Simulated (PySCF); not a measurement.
Species: C₄H₆NO (doublet state).
Z-matrix (Å and degrees, GFN2-xTB geometry), rows numbered from 1:
```
C 
C   1  1.4996
O   2  1.2073  1  124.36
C   2  1.5281  1  114.49  3  -175.51
C   4  1.4639  2  110.40  1    69.50
N   5  1.2329  4  131.91  2   -28.66
H   1  1.0904  2  108.44  3   115.14
H   1  1.0862  2  110.13  3    -4.76
H   1  1.0876  2  110.64  3  -126.45
H   4  1.0918  2  111.05  1   -49.40
H   4  1.0928  2  109.36  1  -169.74
H   6  1.0116  5  121.32  4  -178.65
```

The hyperfine couplings belong to this conformer and change with its torsions.

The species is `[H]/N=[C]/CC(C)=O` [radical].

Theory: UKS B3LYP, pcH-1 on C H N O, non-relativistic, mean-field spin-orbit, GIAO in PySCF 2.14.0. Isolated species at its GFN2-xTB geometry (one conformer only). A GFN2-xTB geometry isn't a minimum of the functional, and hyperfine couplings can be far from their values at a DFT geometry. Stability of the SCF solution: not tested.

Question: Where do the isotropic ENDOR lines of N6, H12, H10/H11 and H7/H8/H9 fall at 3369.2 mT, to first order?

Answer: ν± = |νn ± a/2|, one line for each electron-spin manifold; νn = |g_N| × 7.62259 MHz/T × B.

```
  nuclei  isotope     g_N  νn (MHz)  a_iso (MHz)  lower line (MHz)  upper line (MHz)
      N6      14N  0.4038     10.37         6.17              7.28             13.46
     H12       1H  5.5857    143.45       137.82             74.54            212.36
 H10/H11       1H  5.5857    143.45        15.94            135.48            151.42
H7/H8/H9       1H  5.5857    143.45        -0.88            143.01            143.89
```

Question: Which pairs are centred on the nuclear Larmor frequency, and which on half the coupling?

Answer: Centred on νn, since |a| < 2νn: N6, H12, H10/H11 and H7/H8/H9. No pair has |a| > 2νn.

Means are taken over nuclei equivalent by connectivity, which assumes that they swap fast. The 1H value of +15.9 MHz is a mean of couplings from -2.7 to 34.6 MHz in this one geometry, not an average over conformers.

The run took 54 s (grids of density and orbitals included) on one thread of an Intel Xeon at 2.50 GHz, shared host with 64 logical CPUs at a one-minute load of 44, and the process peaked at 0.75 GiB of memory.
